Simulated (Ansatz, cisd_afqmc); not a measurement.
Species: SiO, charge 0, triplet. This triplet is an excited state, 4.2 eV above the singlet at CCSD(T)/cc-pV(5+d)Z (Ansatz, an electronic-structure program). SiO (SMILES [Si]=O, triplet).
B3LYP-D3(BJ)/def2-TZVP minimum from Ansatz:
```
Si
O 1 1.5739
```
Charge 0, spin multiplicity 3.

Total energies in cc-pV(D+d)Z, 10 correlated electrons, 6 frozen orbitals. UHF or UKS for unpaired electrons; spin-orbit terms are left out. Correlated methods leave the cores frozen. No relativity. The Monte Carlo rows (phaseless AFQMC, CISD trial, step 0.005/hartree) carry one-sigma bars that omit the constraint's bias. Outlying blocks are dropped, and bars are widened where a walk drifts. Over all cases where full CI ran beside it in this data, AFQMC minus full CI had a median of +0.1 mEh and passed +0.4 mEh in a tenth of the cases. The UHF reference of OSi (O=[Si], triplet) is spin-contaminated (<S^2> up to 0.06 over the pure value in the sets run). The determinant of OSi (O=[Si], triplet) is a saddle point of the SCF energy; a lower one exists, which strains HF and MP2. The spin of OSi (O=[Si], triplet) was assumed, and the state is the lowest solution found for it.

```
method         program         energy (Eh)  minus CCSDTQ (mEh)
----------  ----------  ------------------  ------------------
HF              Ansatz          -363.67020              269.09
MP2             Ansatz          -363.90209               37.20
CCSD            Ansatz          -363.92594               13.36
CCSD(T)         Ansatz          -363.93594                3.36
CCSDT(Q)        Ansatz          -363.93987               -0.58
CCSDTQ          Ansatz          -363.93930                0.00
AFQMC/CISD  cisd_afqmc  -363.9355 ± 0.0009           3.8 ± 0.9
```

Rough core times of Ansatz's runs on a shared machine: CCSD(T) 30 s, CCSDT(Q) 70 s, CCSDTQ 20 min.
